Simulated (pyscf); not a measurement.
Optimised with ωB97X-D3(BJ)/def2-SVP in PySCF.

Question: For `[OH][SiH2][OH]` + `[H][H]` → `[OH][SiH3]` + `[OH2]`, a four-centre exchange (singlet surface; O–Si, H–H broken, H–Si, H–O formed), PBE/def2-TZVP gives ΔE‡ = 200.2 kJ/mol and ΔE = +91.9 kJ/mol (zero: the separated reactants). In which direction and how far do PBE0-D3(BJ)/def2-TZVP, M06-2X/def2-TZVP, ωB97M-D3(BJ)/def2-TZVP move these?

Answer: PBE0-D3(BJ): ΔE‡ = 211.0 kJ/mol, ΔE = +91.5 kJ/mol; M06-2X: ΔE‡ = 239.2 kJ/mol, ΔE = +108.0 kJ/mol; ωB97M-D3(BJ): ΔE‡ = 224.5 kJ/mol, ΔE = +97.0 kJ/mol. PBE's barrier lies under all of them, by 10.7 to 38.9 kJ/mol. Its reaction energy matches one of them and lies within 16.1 kJ/mol of the others. Low barriers are usual for a GGA, whose delocalisation error favours stretched bonds. One saddle was located; it need not be the lowest between these sides.
